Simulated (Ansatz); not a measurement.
bcc Eu, treated with r²SCAN (Ansatz, a program for electronic structure, plane waves, PAW).

Settings: plane-wave cutoff 500 eV, 22×22×22 k mesh, Fermi–Dirac smearing 0.1 eV, spin-polarised with parallel moments, scalar-relativistic PAW data made under PBE.

Cell (relaxed at this level):

```cif
data_Eu
_chemical_formula_sum 'Eu1'
_space_group_name_H-M_alt 'P 1'
_space_group_IT_number 1
_cell_length_a 3.85771
_cell_length_b 3.85771
_cell_length_c 3.85771
_cell_angle_alpha 109.471
_cell_angle_beta 109.471
_cell_angle_gamma 109.471
loop_
_space_group_symop_operation_xyz
  'x, y, z'
loop_
_atom_site_label
_atom_site_type_symbol
_atom_site_fract_x
_atom_site_fract_y
_atom_site_fract_z
_atom_site_occupancy
Eu1 Eu 0.00000 0.00000 0.00000 1
```

Problem. Give the computed magnetic moment per atom (the cell's total over its atoms).

Solution. 
* **magnetic moment per atom (the cell's total over its atoms)**: 7.85 μB

Note: the 4f shell is treated without U or exact exchange, so its levels and filling can be wrong; the collinear magnetic order is the start's and need not be the measured one.

Moments are spin moments.

Spin–orbit coupling is not included.

Static lattice: no zero-point or thermal effects.

The result took about 4 core-minutes (a rough figure).
